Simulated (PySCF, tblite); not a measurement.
# C₄H₅FO: geometry, infrared bands, NMR shifts and spin-spin couplings

Aim: predict the infrared bands, NMR shifts and spin-spin couplings of C₄H₅FO (`C=C(C)C(=O)F`).

The runs use tblite 0.8.0 and PySCF 2.14.0, with density-fitted response routines of our own; the level of theory stands in each step. All values are computed, except where a source is named. Atoms count from 0, in the outputs and in this text.

### 1 The molecule as given

11 atoms, charge 0, multiplicity 1; geometry from: force field or distance geometry start.

Bonds of the start (Å): C0–C1 1.36, C1–C2 1.48, C1–C3 1.49, C3–O4 1.22, C3–F5 1.33, C0–H6 1.08, C0–H7 1.09, C2–H8 1.10, C2–H9 1.10, C2–H10 1.09.

### 2 Optimising the geometry with GFN2-xTB

What the job is given:

```
{"job": {"kind": "relax", "xc": "GFN2-xTB", "basis": "xTB"}, "charge": 0, "multiplicity": 1}
C      1.336300    -0.656100     0.068000
C      0.149800    -0.000000    -0.004500
C     -1.168500    -0.682000    -0.038300
C      0.150600     1.487600    -0.030300
O     -0.858600     2.163300    -0.071400
F      1.326300     2.113600     0.016400
H      1.370400    -1.735100     0.086600
H      2.284000    -0.121600     0.105800
H     -1.706000    -0.415100    -0.959000
H     -1.793900    -0.380900     0.820200
H     -1.085200    -1.770900    -0.019400
```

The run is started by

```console
OMP_NUM_THREADS=1 python probes_run.py task.json out
```

The driver reads the jobs from task.json and runs them one after another.

The log of the run:

```text
step      E/eV     max force
  0    -540.90626    2.813
  1    -540.94557    2.840
  2    -540.99898    0.598
  3    -541.00570    0.475
  4    -541.01348    0.315
  5    -541.02261    0.157
  6    -541.02423    0.102
  7    -541.02520    0.064
  8    -541.02545    0.044
  9    -541.02559    0.028
 10    -541.02563    0.024
 11    -541.02568    0.020
 12    -541.02572    0.016
 13    -541.02575    0.016
 14    -541.02577    0.013
 15    -541.02580    0.013
 16    -541.02582    0.013
 17    -541.02583    0.013
 18    -541.02585    0.011
 19    -541.02586    0.009
```

It took 0.06 s on 1 thread of Arm Neoverse V2, shared host.

The steps of the relaxation:

```csv
step,energy from step 0 (eV),largest force (eV/Å)
0,0.0000,2.8130
1,-0.0393,2.8399
2,-0.0927,0.5980
3,-0.0994,0.4749
4,-0.1072,0.3155
5,-0.1164,0.1570
6,-0.1180,0.1021
7,-0.1189,0.0638
8,-0.1192,0.0444
9,-0.1193,0.0285
10,-0.1194,0.0244
11,-0.1194,0.0196
12,-0.1195,0.0161
13,-0.1195,0.0161
14,-0.1195,0.0131
15,-0.1195,0.0130
16,-0.1196,0.0133
17,-0.1196,0.0135
18,-0.1196,0.0107
19,-0.1196,0.0091
```

Close pairs (by a distance rule), those that changed most:

```csv
bond,before (Å),after (Å),change (Å)
C3–F5,1.333,1.369,+0.036
C3–O4,1.215,1.184,-0.031
C0–C1,1.358,1.332,-0.026
C1–C3,1.488,1.469,-0.018
C2–H9,1.104,1.089,-0.015
C0–H7,1.089,1.077,-0.012
C1–C2,1.485,1.496,+0.011
C2–H8,1.099,1.089,-0.010
```

The final coordinates are the input of the step that follows.

### 3 Harmonic vibrations with GFN2-xTB

What the job is given:

```
{"job": {"kind": "ir", "xc": "GFN2-xTB", "basis": "xTB"}, "charge": 0, "multiplicity": 1}
C      1.330640    -0.642821     0.067498
C      0.163645    -0.003869     0.005080
C     -1.170009    -0.679504    -0.041988
C      0.096118     1.463708    -0.023705
O     -0.859053     2.161542    -0.075199
F      1.333851     2.047995     0.015745
H      1.376254    -1.718492     0.089003
H      2.268606    -0.115232     0.099763
H     -1.700097    -0.391687    -0.948576
H     -1.777358    -0.359823     0.803230
H     -1.057175    -1.759147    -0.016815
```

The log of the run:

```text
mode    cm-1     km/mol
  1      54.7      0.10
  2     104.5      0.99
  3     236.1      2.58
  4     331.5      2.47
  5     361.3      4.29
  6     492.1      4.17
  7     562.5     11.29
  8     596.1     19.30
  9     763.7     18.54
 10     777.7     27.78
 11     924.4     34.54
 12     953.2     19.79
 13     987.6    198.88
 14    1031.1     99.37
 15    1042.0      1.47
 16    1272.5     21.11
 17    1390.5      6.78
 18    1408.2     14.49
 19    1456.6      8.52
 20    1468.7      8.24
 21    1680.2     32.39
 22    1829.9    443.91
 23    3018.7      8.76
 24    3034.0      5.76
 25    3061.6     16.11
 26    3109.6      3.04
 27    3141.5     10.70
```

Wall time 0.14 s (1 thread of Arm Neoverse V2, shared host).

Which atoms move in the most intense modes:

```csv
cm⁻¹,km/mol,atoms
778,27.8,"F5 30 %, O4 23 %, C3 13 %, C0 11 %"
924,34.5,"H6 41 %, H7 32 %, C0 24 %"
953,19.8,"H7 27 %, C2 20 %, H6 18 %, C0 17 %"
988,198.9,"C3 42 %, H6 14 %"
1031,99.4,"H10 27 %, C3 22 %, C2 17 %, H9 13 %"
1272,21.1,C1 60 %
1680,32.4,"C1 55 %, C0 37 %"
1830,443.9,"C3 61 %, O4 38 %"
```

### 4 Shielding tensors: PBE0/pcSseg-1

Same as in step 3 but for these lines:

```diff
@@ -1,2 +1,2 @@
-{"job": {"kind": "ir", "xc": "GFN2-xTB", "basis": "xTB"}, "charge": 0, "multiplicity": 1}
+{"job": {"kind": "nmr", "xc": "PBE0", "basis": "pcSseg-1"}, "charge": 0, "multiplicity": 1}
 C      1.330640    -0.642821     0.067498
```

Method: GIAO PBE0/pcSseg-1 NMR shielding, non-relativistic, gas phase.

The log of the run:

```text
coarse grid: 9616 points
cycle   1  E = -329.9027439880  dE =  8.864e-01  |g| = 8.852e-01  |ddm| = 2.968e+00
cycle   2  E = -329.5168281429  dE =  3.859e-01  |g| = 1.707e+00  |ddm| = 1.698e+00
cycle   3  E = -330.0387263964  dE = -5.219e-01  |g| = 2.447e-01  |ddm| = 1.268e+00
cycle   4  E = -330.0489600613  dE = -1.023e-02  |g| = 7.756e-02  |ddm| = 2.195e-01
cycle   5  E = -330.0497687804  dE = -8.087e-04  |g| = 2.531e-02  |ddm| = 5.822e-02
cycle   6  E = -330.0499097654  dE = -1.410e-04  |g| = 7.345e-03  |ddm| = 2.462e-02
cycle   7  E = -330.0499213334  dE = -1.157e-05  |g| = 2.452e-03  |ddm| = 6.436e-03
cycle   8  E = -330.0499225800  dE = -1.247e-06  |g| = 6.509e-04  |ddm| = 1.977e-03
final grid: 94504 points
cycle   9  E = -330.1023539449  dE = -1.996e-05  |g| = 1.155e-02  |ddm| = 2.579e-02
cycle  10  E = -330.1022970746  dE =  5.687e-05  |g| = 2.093e-02  |ddm| = 2.224e-02
cycle  11  E = -330.1023796860  dE = -8.261e-05  |g| = 2.620e-03  |ddm| = 1.503e-02
cycle  12  E = -330.1023810192  dE = -1.333e-06  |g| = 3.631e-04  |ddm| = 1.883e-03
cycle  13  E = -330.1023810342  dE = -1.494e-08  |g| = 1.559e-04  |ddm| = 3.422e-04
cycle  14  E = -330.1023810380  dE = -3.835e-09  |g| = 3.844e-05  |ddm| = 1.252e-04
cycle  15  E = -330.1023810383  dE = -3.467e-10  |g| = 1.380e-05  |ddm| = 4.791e-05
converged SCF energy = -330.1023810383

GIAO shielding tensors (ppm)
atom      isotropic    diamagn.    paramagn.     s11        s22        s33       span
  0 C       45.568     252.706    -207.138    -73.402     51.901    158.206    231.607
  1 C       46.004     263.437    -217.434    -64.780     58.561    144.229    209.009
  2 C      164.726     245.944     -81.218    154.171    155.465    184.543     30.372
  3 C       21.982     248.702    -226.720    -90.793     44.342    112.397    203.190
  4 O     -110.373     401.434    -511.807   -363.723   -235.626    268.231    631.954
  5 F      152.653     477.767    -325.114    -89.091    237.618    309.433    398.524
  6 H       25.309      30.818      -5.509     21.907     24.787     29.233      7.326
  7 H       24.956      30.303      -5.347     21.971     23.680     29.216      7.245
  8 H       29.482      29.172       0.310     25.811     27.717     34.918      9.107
  9 H       29.480      29.184       0.296     25.804     27.724     34.913      9.109
 10 H       29.911      30.120      -0.208     25.906     28.848     34.979      9.073
```

Wall time 8 s (1 thread of Arm Neoverse V2, shared host); peak memory 0.57 GiB.

Shifts follow as δ = σ(reference) − σ, with reference shieldings (ppm) from runs at the same level and on the same kind of geometry: ¹H TMS 31.72, ¹³C TMS 186.9, ¹⁹F CFCl3 170.9, ¹⁷O H2O 336.1. The references are single molecules in the gas phase, so shifts against H2O, NH3, PH3, H3PO4 or CFCl3 are not on the usual liquid scales and can be off by tens of ppm. Atoms listed in one row are averaged.

```csv
atoms,environment,σ (ppm),δ (ppm),δ scaled to CDCl3
C3,carbonyl carbon,22.0,164.9,159.1
C0,β carbon of a C=C–C=O unit,45.6,141.4,136.0
C1,α carbon of a C=C–C=O unit,46.0,140.9,135.6
C2,allylic methyl carbon,164.7,22.2,19.8
H7,hydrogen on a β carbon of a C=C–C=O unit,24.96,6.76,6.48
H6,hydrogen on a β carbon of a C=C–C=O unit,25.31,6.41,6.15
"H8, H9, H10",hydrogen on an allylic methyl carbon,29.62,2.09,2.08
O4,carbonyl oxygen,-110.4,446.5,–
F5,fluorine bonded to C,152.7,18.3,–
```

The scaled column applies a straight-line fit of computed shieldings to shifts measured in CDCl3, and one for carbons that bear F (root-mean-square error 0.16 ppm for H, 1.9 ppm for C).

Charges from the same density, by scheme (e):

```csv
atoms,Mulliken,IAO,Hirshfeld,ESP fit
C0,0.02,-0.26,-0.07,-0.50
C1,-0.57,-0.05,0.00,0.15
C2,-0.13,-0.42,-0.12,-0.50
C3,0.65,0.60,0.23,0.63
O4,-0.34,-0.39,-0.22,-0.43
F5,-0.28,-0.30,-0.09,-0.26
```

Mayer bond orders: C0–C1 1.90, C1–C2 1.05, C1–C3 1.00, C3–O4 2.06, C3–F5 0.96.

### 5 J couplings: B3LYP/pcJ-1

Same as in step 4 but for these lines:

```diff
@@ -1,2 +1,2 @@
-{"job": {"kind": "nmr", "xc": "PBE0", "basis": "pcSseg-1"}, "charge": 0, "multiplicity": 1}
+{"job": {"kind": "j", "xc": "B3LYP", "basis": "pcJ-1"}, "charge": 0, "multiplicity": 1}
 C      1.330640    -0.642821     0.067498
```

With the program's defaults for keys left out, this is: B3LYP/pcJ-1 indirect spin-spin coupling, non-relativistic, gas phase.

The log of the run:

```text
coarse grid: 9616 points
cycle   1  E = -330.2817657794  dE =  8.340e-01  |g| = 9.630e-01  |ddm| = 2.825e+00
cycle   2  E = -329.7572818770  dE =  5.245e-01  |g| = 1.955e+00  |ddm| = 1.911e+00
cycle   3  E = -330.4319951038  dE = -6.747e-01  |g| = 3.094e-01  |ddm| = 1.457e+00
cycle   4  E = -330.4480939888  dE = -1.610e-02  |g| = 1.054e-01  |ddm| = 2.727e-01
cycle   5  E = -330.4495036185  dE = -1.410e-03  |g| = 3.587e-02  |ddm| = 7.477e-02
cycle   6  E = -330.4497814736  dE = -2.779e-04  |g| = 1.018e-02  |ddm| = 3.221e-02
cycle   7  E = -330.4498037881  dE = -2.231e-05  |g| = 3.382e-03  |ddm| = 8.454e-03
cycle   8  E = -330.4498060409  dE = -2.253e-06  |g| = 9.146e-04  |ddm| = 2.584e-03
final grid: 94504 points
cycle   9  E = -330.5098279359  dE = -1.435e-04  |g| = 7.991e-03  |ddm| = 2.206e-02
cycle  10  E = -330.5098104972  dE =  1.744e-05  |g| = 1.239e-02  |ddm| = 1.368e-02
cycle  11  E = -330.5098394145  dE = -2.892e-05  |g| = 2.281e-03  |ddm| = 9.327e-03
cycle  12  E = -330.5098402521  dE = -8.376e-07  |g| = 8.398e-04  |ddm| = 1.870e-03
cycle  13  E = -330.5098403517  dE = -9.958e-08  |g| = 2.925e-04  |ddm| = 6.364e-04
cycle  14  E = -330.5098403655  dE = -1.386e-08  |g| = 3.107e-05  |ddm| = 1.862e-04
cycle  15  E = -330.5098403657  dE = -1.809e-10  |g| = 1.459e-05  |ddm| = 4.083e-05
converged SCF energy = -330.5098403657

Indirect spin-spin couplings (Hz)
  i      j    bonds     total        FC       PSO       DSO        SD
  0 C    1 C    1     78.153    87.942    -9.998     0.210         -
  0 C    2 C    2      2.082     2.502    -0.372    -0.048         -
  0 C    3 C    2      1.931     1.441     0.468     0.022         -
  0 C    4 O    3     -2.362    -0.910    -1.520     0.068         -
  0 C    5 F    3     -1.545    -0.554    -2.309     0.046     1.272
  0 C    6 H    1    165.597   164.993    -0.011     0.615         -
  0 C    7 H    1    170.407   169.878    -0.144     0.673         -
  0 C    8 H    3      6.527     6.657     0.262    -0.392         -
  0 C    9 H    3      6.555     6.684     0.263    -0.392         -
  0 C   10 H    3      5.881     6.284    -0.418     0.015         -
  1 C    2 C    1     45.555    46.641    -1.319     0.233         -
  1 C    3 C    1     81.848    84.008    -2.537     0.378         -
  1 C    4 O    2     -2.098    -2.238     0.107     0.033         -
  1 C    5 F    2     50.790    57.777    -6.676     0.001    -0.311
  1 C    6 H    2      0.627     2.473    -1.475    -0.371         -
  1 C    7 H    2     -2.827    -0.981    -1.488    -0.358         -
  1 C    8 H    2     -8.316    -8.332     0.039    -0.024         -
  1 C    9 H    2     -8.341    -8.357     0.039    -0.023         -
  1 C   10 H    2     -2.712    -2.415    -0.220    -0.078         -
  2 C    3 C    2      5.033     5.083    -0.103     0.053         -
  2 C    4 O    3     -0.444    -0.585     0.140     0.001         -
  2 C    5 F    3      1.660     0.537     0.713    -0.343     0.753
  2 C    6 H    3      6.558     6.702    -0.113    -0.031         -
  2 C    7 H    3     10.190    10.285     0.403    -0.498         -
  2 C    8 H    1    135.658   133.903     1.062     0.692         -
  2 C    9 H    1    135.521   133.766     1.063     0.693         -
  2 C   10 H    1    135.146   133.388     1.090     0.668         -
  3 C    4 O    1     23.642    11.436    12.312    -0.105         -
  3 C    5 F    1   -407.125  -369.435   -41.601     1.051     2.861
  3 C    6 H    3     14.532    14.476     0.426    -0.370         -
  3 C    7 H    3      8.529     8.539    -0.129     0.119         -
  3 C    8 H    3      2.267     2.409    -0.303     0.160         -
  3 C    9 H    3      2.272     2.416    -0.305     0.161         -
  3 C   10 H    3     11.071    11.055     0.338    -0.323         -
  4 O    5 F    2     63.033   -11.399    76.593     0.226    -2.387
  4 O    6 H    4     -0.255    -0.149    -0.352     0.246         -
  4 O    7 H    4      0.371     0.411    -0.284     0.244         -
  4 O    8 H    4      0.192     0.050     0.209    -0.067         -
  4 O    9 H    4      0.191     0.047     0.211    -0.068         -
  4 O   10 H    4     -0.375    -0.380    -0.212     0.217         -
  5 F    7 H    4      1.740     2.256    -1.741     1.384    -0.159
  5 F    8 H    4     -0.397    -0.241     1.045    -1.201     0.000
  5 F    9 H    4     -0.421    -0.263     1.044    -1.206     0.003
  5 F   10 H    4      5.022     4.892     1.397    -1.406     0.138
  6 H    7 H    2     -0.310    -0.538     3.596    -3.369         -
  6 H    8 H    4     -2.968    -2.829     1.066    -1.205         -
  6 H    9 H    4     -2.967    -2.829     1.067    -1.205         -
  6 H   10 H    4     -0.411    -0.407    -1.469     1.464         -
  7 H    8 H    4     -2.597    -2.455     1.579    -1.721         -
  7 H    9 H    4     -2.586    -2.444     1.579    -1.721         -
  7 H   10 H    4      0.240     0.415     1.488    -1.663         -
  8 H    9 H    2    -20.265   -20.432     2.543    -2.376         -
  8 H   10 H    2    -13.262   -13.355     2.762    -2.668         -
  9 H   10 H    2    -13.305   -13.399     2.758    -2.664         -
```

Wall time 18 s (1 thread of Arm Neoverse V2, shared host); peak memory 0.84 GiB.

Couplings of 1 Hz or more, nine at most for each number of bonds, with means over like pairs (isotopes 13C, 19F, 1H, 17O):

```csv
pair,bonds,J (Hz),Fermi contact (Hz),dihedral (°)
C3–F5,1,-407.1,-369.4,–
C0–H7,1,170.4,169.9,–
C0–H6,1,165.6,165.0,–
C2–H8,1,135.4,133.7,–
C1–C3,1,81.8,84.0,–
C0–C1,1,78.2,87.9,–
C1–C2,1,45.6,46.6,–
C3–O4,1,23.6,11.4,–
O4–F5,2,63.0,-11.4,–
C1–F5,2,50.8,57.8,–
H8–H9,2,-15.6,-15.7,–
C1–H8,2,-6.5,-6.4,–
C2–C3,2,5.0,5.1,–
C1–H7,2,-2.8,-1.0,–
C1–O4,2,-2.1,-2.2,–
C0–C2,2,2.1,2.5,–
C0–C3,2,1.9,1.4,–
C3–H6,3,14.5,14.5,180
C2–H7,3,10.2,10.3,-180
C3–H7,3,8.5,8.5,0
C2–H6,3,6.6,6.7,0
C0–H8,3,6.3,6.5,–
C3–H8,3,5.2,5.3,–
C0–O4,3,-2.4,-0.9,-180
C2–F5,3,1.7,0.5,-180
C0–F5,3,-1.5,-0.6,0
H6–H8,4,-2.1,-2.0,–
F5–H7,4,1.7,2.3,–
H7–H8,4,-1.6,-1.5,–
F5–H8,4,1.4,1.5,–
```

The spin-dipole term was solved for some atoms only; pairs without it lack that part.

The response was solved for the nuclei of C, F, H alone, so couplings that need other nuclei can be missing.

Quadrupole couplings from the field gradients of the same density:

```csv
atom,isotope,eQq/h (MHz),η
O4,17O,9.580,0.42
```

Shifts (PBE0/pcSseg-1, scaled to CDCl3) and these couplings together give the proton spectrum at 600 MHz below. H–H couplings in it are scaled by factors fitted to measured ones, so they differ from the table.

¹H NMR δ 6.48 (dq, J = 1.7, 1.6 Hz, 1H), 6.15 (q, J = 2.1 Hz, 1H), 2.08 (td, J = 1.9, 1.4 Hz, 3H).

### 6 Summary of results

```
                                                              quantity                          value
                             strongest single infrared mode (GFN2-xTB)          1830 cm⁻¹, 444 km/mol
                                          zero-point energy (GFN2-xTB)                  50.2 kcal/mol
                                ¹³C shifts against TMS (PBE0/pcSseg-1)  164.9, 141.4, 140.9, 22.2 ppm
¹H shifts against TMS (PBE0/pcSseg-1, means over atoms taken as alike)           6.76, 6.41, 2.09 ppm
                                ¹⁷O shifts against H2O (PBE0/pcSseg-1)                      446.5 ppm
                              ¹⁹F shifts against CFCl3 (PBE0/pcSseg-1)                       18.3 ppm
                           largest coupling of the table (B3LYP/pcJ-1)       ¹J(C,F) C3–F5, -407.1 Hz
```

In words: Relaxing lowered the energy by 0.120 eV in 19 steps; the close pair that moved most is C3–F5, from 1.333 to 1.369 Å. All 27 modes are real, so the xTB geometry is a minimum. The strongest single mode, at 1830 cm⁻¹, moves mainly C3 and O4. Unscaled tight-binding wavenumbers are off by several per cent, some by more. Its intensities can rank the bands wrongly. At PBE0/pcSseg-1: The widest tensor belongs to O4: span 632 ppm, with a paramagnetic part of -512 ppm. Of the pairs tabulated at B3LYP/pcJ-1, C3–F5 couples most strongly (-407.1 Hz; Fermi contact -369.4 Hz). Couplings across rotatable bonds belong to this one conformer; where others are populated, the observed values are averages.
